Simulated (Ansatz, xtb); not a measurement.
## Two isomers of C3H6O2

Structure X: `CO/C=C\O`, a singlet. Structure Y: `CO/C=C/O`, a singlet. Both are isolated molecules in the gas phase, relaxed with B3LYP/def2-SVP; each stands in its lowest conformer found.

Quicker runs give these differences E(Y) − E(X): GFN2-xTB −0.9 kcal/mol; HF/STO-3G +2.5 kcal/mol (at GFN2-xTB geometries); r2SCAN-D4/def2-SVP +2.6 kcal/mol (at GFN2-xTB geometries).

Q: Which of the two would you expect CCSD(T)/def2-SVP + ΔMP2/def2-TZVPP electronic energies to favour?

A: Structure X; the calculation gives E(Y) − E(X) = +3.8 kcal/mol.

Level by level:

| level | geometry | E(Y) − E(X) (kcal/mol) | departure from the last row (kcal/mol) | job, with rough time for the two |
| --- | --- | --- | --- | --- |
| GFN2-xTB | GFN2-xTB | −0.9 | −4.7 | optimisation, 0.72 s |
| HF/STO-3G | GFN2-xTB | +2.5 | −1.3 | single point, 1.1 s |
| r2SCAN-D4/def2-SVP | GFN2-xTB | +2.6 | −1.1 | single point, 6.6 s |
| B3LYP/def2-SVP | B3LYP/def2-SVP | +3.3 | −0.5 | optimisation, 1.7 min |
| HF/def2-SVP | B3LYP/def2-SVP | +4.2 | +0.4 | part of the CCSD(T) run |
| MP2/def2-SVP | B3LYP/def2-SVP | +3.5 | −0.3 | part of the CCSD(T) run |
| CCSD(T)/def2-SVP | B3LYP/def2-SVP | +3.6 | −0.2 | single point |
| CCSD(T)/def2-SVP + ΔMP2/def2-TZVPP | B3LYP/def2-SVP | +3.8 |  | single point, 84 s |

As drawn, both hold the same kinds of bond in the same numbers.

GFN2-xTB puts the two in the other order. The largest departure from CCSD(T)/def2-SVP + ΔMP2/def2-TZVPP is that of GFN2-xTB, 4.7 kcal/mol. The last row adds to CCSD(T) the change of the MP2 difference between the two basis sets, here +0.2 kcal/mol.

With harmonic frequencies from B3LYP/def2-SVP (ideal gas, rigid rotor, one conformer each, 298.15 K, 1 atm): the zero-point term adds 0.0 kcal/mol; ΔH is +3.8 and ΔG +4.2 kcal/mol.

The correlated steps freeze 5 core orbitals. Mirror images aren't counted in ΔG. Run with Ansatz 0.2.0, xtb 6.7.1; the last row on 2 threads of AMD EPYC (Zen 3) on a shared host.
